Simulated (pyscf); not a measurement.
Hydrogen abstraction: H₃C–F (SMILES CF) + H• (SMILES [H]) → •H₂C–F (SMILES [CH2]F) + H₂ (SMILES [H][H])

Gas phase, doublet surface, charge 0. Bonds broken: C1–H3. Bonds formed: H3–H6. PySCF, gas phase, ωB97X-D3(BJ)/def2-SVP geometries.

Transition state (Å):

```xyz
6

C      0.1778     0.2217    -0.4622
F      1.2969     0.9108    -0.7528
H      0.2527    -0.1696     0.8513
H     -0.7236     0.8521    -0.5059
H      0.1120    -0.7232    -1.0233
H      0.3457    -0.4168     1.7538
```

One imaginary mode, 1428i cm⁻¹; descent along it reached the two sides named.

| bond | change | reactant side (Å) | saddle | product side |
|---|---|---|---|---|
| C1–H3 | breaks | 1.103 | 1.373 | 3.2 |
| H3–H6 | forms | 3.3 | 0.940 | 0.760 |

Electronic energies relative to the separated reactants (kcal/mol):

```tsv
level	barrier	reaction energy	reverse barrier
ωB97X-D3(BJ)/def2-TZVP	11.9	-0.5	12.3
PBE/def2-TZVP	6.0	-0.9	6.9
r²SCAN/def2-TZVP	5.1	-4.6	9.7
B3LYP-D3(BJ)/def2-TZVP	6.6	-3.8	10.4
PBE0-D3(BJ)/def2-TZVP	9.1	0.0	9.1
M06-2X/def2-TZVP	13.6	-0.6	14.2
ωB97M-D3(BJ)/def2-TZVP	11.9	-0.6	12.5
HF/def2-TZVP	23.3	+0.3	23.0
```

With ωB97M-D3(BJ)/def2-TZVP energies and thermal terms (ideal gas, 1 atm, RRHO with modes under 100 cm⁻¹ raised to 100, one conformer, R ln 2 for chiral ones without a mode under 150 cm⁻¹), in kcal/mol:

| T (K) | ΔH‡ | ΔG‡ | ΔH | ΔG |
|---|---|---|---|---|
| 298 | 9.2 | 15.3 | -2.8 | -4.9 |
| 600 | 8.9 | 21.5 | -2.2 | -7.3 |
| 900 | 8.9 | 27.8 | -2.2 | -9.8 |
| 1200 | 8.9 | 34.2 | -2.5 | -12.3 |

One saddle was located; it need not be the lowest between these sides. The angle at the transferred H is 177°.
